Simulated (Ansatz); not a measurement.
**Which is lower?**

Two relaxed structures of CH₂BN, closed shell (PBE0-D4/def2-TZVP; forces vanish, vibrations not checked).

A:

B1  (-0.687, 0.570, -0.709)
C2  (0.607, -1.051, 0.774)
N3  (0.003, -0.178, 0.051)
H4  (-1.339, 1.234, -1.416)
H5  (1.442, -0.560, 1.317)
(Å)

B:

```xyz
5
angstrom
B -0.5940 0.9197 -0.6098
C 0.0151 -0.2884 0.0864
N 0.4770 -1.2046 0.6145
H -1.3968 0.7434 -1.4684
H -0.2511 2.0078 -0.2766
```

Ansatz 0.2.0; basis: def2-TZVPP; cores frozen in the correlated methods. B3LYP uses VWN-RPA correlation.

(1) Which structure is lower at CCSD(T), and by how much? (Judge from chemistry; the value comes from the calculation.)

The T1 diagnostic stays at or below 0.021. The restricted Hartree–Fock reference is unstable towards an unrestricted one at one or more of these structures.

## Answers

(1) The calculation gives: B, by 52.42 kcal/mol (electronic energy, against the other). By their contacts, A is CH₂BN ([BH][N][CH]) and B is CH₂BN ([BH2][C][N]).

All methods give the same order:

```tsv
method	E(B) − E(A) (kcal/mol)
PBE-D4	-43.88
r2SCAN-D4	-46.22
PBE0-D4	-46.26
B3LYP-D4	-46.06
wB97M-V	-48.14
HF	-52.90
MP2	-56.89
CCSD	-53.15
CCSD(T)	-52.42
```

Labels in which every atom is bracketed show which atoms are joined, not bond orders.

For scale, one of the runs: CCSD(T)/def2-TZVPP, 121 basis functions, launched by `ansatz run in.yaml --threads 2 --pin off --events-out ev --progress --plain --max-ram 4352MiB`. The run took about 3.8 s on 2 CPU threads of an Arm Neoverse V2 (shared host).
